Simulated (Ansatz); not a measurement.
We consider diamond-structure Si, described by PBE (plane waves, PAW; Ansatz, an electronic-structure program).

Settings: plane-wave cutoff 520 eV, 12×12×12 k mesh, perturbation theory, force constants from a 4×4×4 q mesh, scalar-relativistic PAW data made under PBE.

Quasi-harmonic results against temperature at zero pressure (zero-point motion included, B isothermal):

```
T (K)   a (Å)  linear α (10⁻⁶/K)  B (GPa)  C_P (J/K per mol of atoms)  Grüneisen γ
-----  ------  -----------------  -------  --------------------------  -----------
100    5.4791              -0.33     87.1                        7.73        -0.14
300    5.4809               3.08     85.6                       20.13         0.49
400    5.4828               3.78     84.8                       22.05         0.54
500    5.4850               4.19     83.9                       23.07         0.57
600    5.4873               4.46     82.9                       23.67         0.59
700    5.4898               4.66     82.0                       24.06         0.60
900    5.4951               4.95     80.2                       24.55         0.61
```

The crystal is taken as a harmonic solid at every temperature: melting, phase changes and anharmonicity beyond the change of volume are not seen.
